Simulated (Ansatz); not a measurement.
**[CH3···H···GeH3], doublet: transfer scan**

Starting geometry:

```xyz
9

C    -2.7563    0.0000    0.0000
H    -3.1195    1.0273    0.0000
H    -3.1195   -0.5137    0.8897
H    -3.1195   -0.5137   -0.8897
H    -1.6667    0.0000    0.0000
Ge    0.5657    0.0000    0.0000
H     1.0343   -1.4659    0.0000
H     1.0343    0.7330   -1.2695
H     1.0343    0.7330    1.2695
```

From there H5 is moved from one fragment to the other while all else, the fragments' distance too, stays fixed; atoms are numbered as listed. Energies are in kcal/mol, counted from the starting geometry at the same level. Kohn–Sham curves are unrestricted where that lies lower.

Basis cc-pVDZ; Ansatz 0.2.0. Correlated methods freeze the noble-gas cores and the filled d shells of p-block atoms. R marks a restricted (for open shells ROHF) determinant, U an unrestricted one. No spin–orbit coupling is included, and no scalar relativity.

In so small a basis the reference is far from its limit while semilocal and hybrid functionals are nearer theirs (RPA and double hybrids share much of the reference's basis error), so the functionals' errors here hold much of the reference's basis and frozen-core error, which can add to them or hide them.

Full CI isn't at hand for all of this; UCCSDT(Q) serves as the reference, and is uncertain by about the last step of the cluster series.

| distance C1-H5 (Å) | UCCSDT(Q) | PBE | revPBE | r2SCAN | B97M-V | PBE0 | B3LYP | wB97M-V | B2PLYP | RPA-PBE |
| --- | --- | --- | --- | --- | --- | --- | --- | --- | --- | --- |
| 1.090 | 0.0 | 0.0 | 0.0 | 0.0 | 0.0 | 0.0 | 0.0 | 0.0 | 0.0 | 0.0 |
| 1.190 | 2.7 | 1.3 | 1.4 | 2.0 | 2.4 | 2.2 | 2.1 | 2.7 | 2.6 | 2.4 |
| 1.391 | 16.4 | 12.0 | 12.3 | 13.7 | 14.1 | 14.5 | 14.1 | 16.5 | 15.7 | 15.7 |
| 1.591 | 24.8 | 20.4 | 20.7 | 21.6 | 21.5 | 22.7 | 22.2 | 25.8 | 24.0 | 24.5 |
| 1.792 | 26.6 | 25.8 | 25.8 | 24.7 | 24.9 | 26.2 | 25.6 | 28.2 | 26.4 | 27.3 |
